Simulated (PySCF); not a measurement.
HC≡CCF(CH3)2, C5H7F.
Numbering: `[CH:1]#[C:2][C:3]([CH3:4])([CH3:5])[F:6]` (hydrogens: H7 on C1; H8, H9, H10 on C4; H11, H12, H13 on C5)

Structure used (PBE0-D3(BJ)/def2-SVP), in Å, numbered top down from 1:
```
atom  x, y, z in Å
C1     2.003   -1.511    0.526
C2     1.082   -0.830    0.137
C3    -0.048    0.007   -0.298
C4    -1.364   -0.561    0.211
C5     0.165    1.455    0.118
F6    -0.097   -0.022   -1.688
H7     2.823   -2.118    0.863
H8    -1.387   -0.565    1.310
H9    -1.492   -1.591   -0.149
H10   -2.194    0.054   -0.165
H11    1.102    1.834   -0.311
H12   -0.671    2.066   -0.254
H13    0.215    1.541    1.212
```

Method used: core-valence-separated Tamm–Dancoff BHandHLYP/aug-pcX-1 (pcseg-1 on H) in PySCF, non-relativistic, gas phase, PBE0-D3(BJ)/def2-SVP geometry. No empirical shift is added; at this level the pattern usually sits a few eV under experiment.

The lowest roots of each edge with f over 0.003 (five at most, numbered afresh; weaker and dark ones are left out), with transition dipoles (au) in the frame of the coordinates:

```tsv
root	edge	E (eV)	μx	μy	μz
1	C	283.39	-0.0253	0.0241	0.1070
2	C	283.44	-0.0121	0.0118	0.0554
3	C	283.64	-0.0604	-0.0796	0.0037
4	C	283.86	-0.0502	-0.0662	0.0030
5	C	285.68	0.0341	-0.0010	-0.0275
6	F	684.64	-0.0050	0.0017	-0.0439
7	F	687.32	-0.0075	0.0063	0.0103
```

Question: What are the oscillator strengths?

Answer: f = (2/3) ΔE |μ|², with ΔE in hartree (27.2114 eV):

```csv
root,ΔE (Eh),|μ|² (au),f,core hole on
1,10.4144,0.012670,0.088,C1
2,10.4163,0.003355,0.023,C2
3,10.4235,0.009998,0.070,C2
4,10.4316,0.006911,0.048,C1
5,10.4985,0.001920,0.013,C4/C5
6,25.1599,0.001955,0.033,F6
7,25.2584,0.000202,0.003,F6
```

Question: Molecules are fixed in this frame and the field points along (0, 1, 1)/√2. What effective strengths 3 f cos²θ do the roots have (θ between field and μ)?

Answer: root 1 (C1): 0.179, root 2 (C2): 0.047, root 3 (C2): 0.060, root 4 (C1): 0.042, root 5 (C4/C5): 0.009, root 6 (F6): 0.045, root 7 (F6): 0.007. Root 1 is the strongest. Averaged over all orientations cos²θ is 1/3, which gives f back.

